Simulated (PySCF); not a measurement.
Geometries of 2 isomers of C2H4F2S, from PBE0-D3(BJ)/def2-SVP geometry optimisation, gas phase in PySCF 2.14.0. One conformer each, no zero-point energy, no frequencies.

Question: Which is lower in electronic energy at this level?
A.
```xyz
9
angstrom
F      0.516    0.799    1.583
C      0.696   -0.383    0.927
S     -0.779   -0.920    0.048
C     -0.756    0.310   -1.266
F      0.245    0.098   -2.169
H      0.934   -1.180    1.649
H      1.521   -0.270    0.207
H     -1.734    0.247   -1.769
H     -0.629    1.309   -0.818
```
B.
```xyz
9
angstrom
F     -1.318    1.019   -0.221
C     -0.899   -0.224    0.115
F     -1.092   -0.384    1.436
C      0.556   -0.393   -0.252
S      1.668    0.778    0.567
H     -1.538   -0.951   -0.420
H      0.656   -0.334   -1.347
H      0.885   -1.396    0.058
H      1.082    1.886    0.064
```

Answer: B. That is CHF2CH2SH, `C(C(F)F)S`, 14.9 kcal/mol below the other.

```json
{"SMILES": "FC(F)CS", "atoms numbered as above": "[F:1][CH:2]([F:3])[CH2:4][SH:5]", "E (Eh)": "-675.74125", "relative (kcal/mol)": "0.0", "relative (kJ/mol)": "0.0", "dipole (D)": "2.34"}
{"SMILES": "FCSCF", "atoms numbered as above": "[F:1][CH2:2][S:3][CH2:4][F:5]", "E (Eh)": "-675.71754", "relative (kcal/mol)": "14.9", "relative (kJ/mol)": "62.3", "dipole (D)": "0.13"}
```

As drawn, the lower has an S–H bond and two fluorines on one carbon, which the higher lacks.
